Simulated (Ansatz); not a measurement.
# BHO (singlet): the correlation ladder at distance B1–O2 = 3.311 Å, 6-31G

Aim: climb from Hartree-Fock through coupled cluster and multireference methods for BHO (singlet) at one geometry and basis, and see what each rung misses.

Program: Ansatz 0.2.0, Gaussian basis. Level of theory: 6-31G, core rule «outside noble gas», up to 2 orbitals frozen. These are calculated values, not measurements.

The runs, in order: UHF; CCSD(T) on RHF; BCCD(T) on RHF; CISD; CCSDT(Q) on RHF; CCSDTQ on RHF; CASSCF and MRCISD+Q, 2 electrons in 2 orbitals; CASSCF and NEVPT2, 2 electrons in 2 orbitals; CASSCF and MRCISD+Q, 10 electrons in 9 orbitals; CASSCF and MRCISD+Q(relaxed), 10 electrons in 9 orbitals; CASSCF and NEVPT2, 10 electrons in 9 orbitals; Full CI.

22 further runs of the same task are left out: 8 for a known fault of the program, 8 that didn't finish, 6 set aside as unsound or not needed.

## Step 1: What is computed

The geometry derives from a PBE0/def2-TZVP stationary point (not a proven minimum). One bond is set to the value named and the two fragments are kept rigid.

3 atoms, charge 0, spin multiplicity 1.

Atoms are counted from 1 here; the program's logs count them from 0.

Bond lengths: B1–H3 1.173 Å.

As a file:

```mol
BHO
  3D, bonds by distance, orders not assigned

  3  1  0  0  0  0  0  0  0  0999 V2000
    0.0000    0.0000    0.7128 B   0  0
    0.0000    0.0000   -2.5982 O   0  0
    0.0000    0.0000    1.8855 H   0  0
  1  3  8  0
M  END
```

## Step 2: UHF

File in.yaml:

```yaml
crystal:
  periodic: [false, false, false]
  atoms:
    - {symbol: B, position_ang: [0.000000, 0.000000, 0.712764]}
    - {symbol: O, position_ang: [0.000000, 0.000000, -2.598236]}
    - {symbol: H, position_ang: [0.000000, 0.000000, 1.885471]}
basis:
  gaussian: {orbitals: 6-31G}
magnetization: {spin_polarized: true, initial_magnetization: 0}
hamiltonian: {xc: hf}
output: {orbitals: {seedname: orbitals}}
```

Launch:

```bash
ansatz run in.yaml --threads 1 --pin off --events-out ev --progress --plain --max-ram 2393MiB
```

The runs that follow: CCSD(T) on RHF; BCCD(T) on RHF; CISD; CCSDT(Q) on RHF; CCSDTQ on RHF; CASSCF and MRCISD+Q, 2 electrons in 2 orbitals; CASSCF and NEVPT2, 2 electrons in 2 orbitals; CASSCF and MRCISD+Q, 10 electrons in 9 orbitals; CASSCF and MRCISD+Q(relaxed), 10 electrons in 9 orbitals; CASSCF and NEVPT2, 10 electrons in 9 orbitals; Full CI.

Before running them: what should the planned runs give, taken together? Wanted: FCI below the RHF energy; RMP2 from FCI; RCCSD from FCI; RCCSD(T) from FCI; RCCSDT(Q) from FCI; T1 diagnostic; effectively unpaired electrons.

The runs gave:

```
                         quantity        value
         FCI below the RHF energy   -5.5726 eV
                    RMP2 from FCI  +2706.8 meV
                   RCCSD from FCI  +1469.0 meV
                RCCSD(T) from FCI  +1312.6 meV
               RCCSDT(Q) from FCI  +1254.5 meV
levels within 1 kcal/mol (43 meV)         none
                    T1 diagnostic        0.013
   effectively unpaired electrons         4.17
```

What this shows: RCCSD(T) misses by +1312.6 meV, 23.6 % of the correlation energy. With 4.2 effectively unpaired electrons against 0 the state is strongly multireference. These misses are within one basis, not against nature.
